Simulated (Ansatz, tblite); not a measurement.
**The cluster Si4H6: a ladder of methods and basis sets**

One table from this session's results is given with a row withheld; the runs are named, their logs left out.

Computed with Ansatz 0.2.0, Gaussian basis. Level: as each input shows.

Plan: GFN1-xTB, GFN2-xTB, PBE-D4/def2-TZVP, r2SCAN-D4/def2-TZVP, PBE-QIDH/def2-TZVP, LDA/def2-TZVP, LC-ωPBE/def2-TZVP, CAM-B3LYP-D4/def2-TZVP, revPBE-D4/def2-TZVP, r2SCANh-D4/def2-TZVP, B97M-V/def2-TZVP, PBE-D4/def2-SVP, PBE0-D4/def2-SVP, HF/6-31G, B3LYP-D4/6-31G, PBE0-D4/def2-TZVPD, PBE-D4/def2-TZVPD, r2SCAN-D4/def2-TZVPD, CCSD(T)/def2-TZVPP, MP2/def2-TZVP, RPA/def2-TZVP.

## The relaxed structure

The geometry is that of the singlet, from an earlier relaxation (PBE-D4/def2-SVP). At that level it is the lowest of the isomers that a small search found.

10 atoms, charge 0, spin multiplicity 1.

Bond lengths: Si1–Si2 2.169 Å, Si1–Si4 2.328 Å, Si1–H8 1.504 Å, Si2–Si3 2.328 Å, Si2–H7 1.504 Å, Si3–Si4 2.375 Å, Si3–H6 1.508 Å, Si3–H10 1.508 Å, Si4–H5 1.508 Å, Si4–H9 1.508 Å. Angles: Si2–Si1–Si4 92.5°, Si2–Si1–H8 134.2°, Si4–Si1–H8 133.2°, Si1–Si2–Si3 92.5°, Si1–Si2–H7 134.2°, Si3–Si2–H7 133.2°, Si2–Si3–Si4 87.5°, Si2–Si3–H6 115.8°, Si2–Si3–H10 115.8°, Si4–Si3–H6 114.4°, Si4–Si3–H10 114.4°, H6–Si3–H10 108.1°, Si1–Si4–Si3 87.5°, Si1–Si4–H5 115.8°, Si1–Si4–H9 115.8°, Si3–Si4–H5 114.4°, Si3–Si4–H9 114.4°, H5–Si4–H9 108.1°.

Coordinates:

```
atom     x (Å)     y (Å)     z (Å)
 Si1  -0.18487  -0.59572   1.68464
 Si2   1.28662   0.81858   0.94949
 Si3   0.46259   0.70351  -1.22522
 Si4  -1.15053  -0.84273  -0.41969
  H5  -2.57861  -0.37473  -0.54530
  H6  -0.11931   1.98158  -1.77500
  H7   2.41317   1.58585   1.58451
  H8  -0.48268  -1.19531   3.03107
  H9  -1.05364  -2.21897  -1.02873
 H10   1.40726   0.13796  -2.25577
```

PBE0-D4/def2-TZVP was run before; its log isn't repeated, and its numbers join the tables.

The first run:

Tight binding, by tblite at 300 K electronic temperature and without a spin-polarisation term:

```python
tblite.interface.Calculator('GFN1-xTB', numbers, positions, charge=0, uhf=0).singlepoint()
```

Tight binding, by tblite at 300 K electronic temperature and without a spin-polarisation term:

```python
tblite.interface.Calculator('GFN2-xTB', numbers, positions, charge=0, uhf=0).singlepoint()
```

start.molden holds the orbitals of an earlier run on this state, given as this run's starting guess.

in.yaml reads:

```yaml
crystal:
  periodic: [false, false, false]
  atoms:
    - {symbol: Si, position_ang: [-0.184874, -0.595718, 1.684635]}
    - {symbol: Si, position_ang: [1.286620, 0.818575, 0.949494]}
    - {symbol: Si, position_ang: [0.462585, 0.703507, -1.225221]}
    - {symbol: Si, position_ang: [-1.150526, -0.842730, -0.419687]}
    - {symbol: H, position_ang: [-2.578612, -0.374734, -0.545303]}
    - {symbol: H, position_ang: [-0.119307, 1.981575, -1.775002]}
    - {symbol: H, position_ang: [2.413174, 1.585848, 1.584510]}
    - {symbol: H, position_ang: [-0.482678, -1.195315, 3.031071]}
    - {symbol: H, position_ang: [-1.053640, -2.218968, -1.028729]}
    - {symbol: H, position_ang: [1.407257, 0.137959, -2.255768]}
basis:
  gaussian: {orbitals: def2-TZVP, initial_orbitals: start.molden}
hamiltonian: {xc: pbe, dispersion: d4}
scf: {omitted_lower_state_checks: [starts]}
output: {orbitals: {seedname: orbitals}}
```

On the command line:

```bash
> ansatz run in.yaml --threads 4 --pin off --events-out ev --progress --plain --max-ram 3916MiB
```

Among the steps run: PBE-D4/def2-TZVP; r2SCAN-D4/def2-TZVP; PBE-QIDH/def2-TZVP; LDA/def2-TZVP; LC-ωPBE/def2-TZVP; CAM-B3LYP-D4/def2-TZVP; revPBE-D4/def2-TZVP; r2SCANh-D4/def2-TZVP; B97M-V/def2-TZVP; PBE-D4/def2-SVP; PBE0-D4/def2-SVP; HF/6-31G; B3LYP-D4/6-31G; PBE0-D4/def2-TZVPD; PBE-D4/def2-TZVPD; r2SCAN-D4/def2-TZVPD; CCSD(T)/def2-TZVPP; MP2/def2-TZVP; RPA/def2-TZVP.

One of the session's tables, all rows but one given; the rest of the session is left out.

| level | HOMO (eV) | LUMO (eV) | gap (eV) |
| --- | --- | --- | --- |
| HF/6-31G | -7.55 | 0.73 | 8.28 |
| LDA/def2-TZVP | -5.44 | -2.89 | 2.54 |
| PBE-D4/def2-SVP | -5.32 | -2.68 | 2.65 |
| PBE-D4/def2-TZVP | -5.34 | -2.74 | 2.60 |
| PBE-D4/def2-TZVPD | -5.35 | -2.76 | 2.59 |
| revPBE-D4/def2-TZVP | -5.29 | -2.68 | 2.62 |
| r2SCAN-D4/def2-TZVP | -5.51 | -2.66 | 2.86 |
| r2SCAN-D4/def2-TZVPD | -5.51 | -2.66 | 2.85 |
| B97M-V/def2-TZVP | -5.55 | -2.68 | 2.87 |
| r2SCANh-D4/def2-TZVP | -5.80 | -2.39 | 3.41 |
| B3LYP-D4/6-31G | -5.85 | -2.03 | 3.81 |
| PBE0-D4/def2-SVP | -6.14 | -2.01 | 4.13 |
| PBE0-D4/def2-TZVP | -6.12 | -2.03 | 4.08 |
| PBE0-D4/def2-TZVPD | ? | ? | ? |
| CAM-B3LYP-D4/def2-TZVP | -7.10 | -0.99 | 6.11 |
| LC-ωPBE/def2-TZVP | -8.28 | -0.12 | 8.16 |

Q: Estimate the row for PBE0-D4/def2-TZVPD from the others.

**Answer.** HOMO (eV): -6.12; LUMO (eV): -2.05; gap (eV): 4.07.
